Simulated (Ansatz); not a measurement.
CsCl-type TlCl, treated with PBE0+SOC in Ansatz (plane waves, PAW).

Settings: plane-wave cutoff 460 eV, 6×6×6 k mesh, Fermi–Dirac smearing 0.01 eV, PAW data made under PBE.

Cell (measured lattice):

```xyz
2
Lattice="3.8416 0.0000 0.0000 0.0000 3.8416 0.0000 0.0000 0.0000 3.8416" Properties=species:S:1:pos:R:3 pbc="T T T"
Tl     0.0000     0.0000     0.0000
Cl     1.9208     1.9208     1.9208
```

Give the computed band gap, smallest direct gap on the k points sampled and Γ–Γ gap.


* **band gap**: 3.06 eV (on the SCF k mesh) (indirect)
* **smallest direct gap on the k points sampled**: 3.32 eV
* **Γ–Γ gap**: 10.00 eV

Note: cell and atoms aren't relaxed at this level (pressure 0.5 GPa).

Static lattice: no zero-point or thermal effects.

Ansatz is a program for electronic structure.
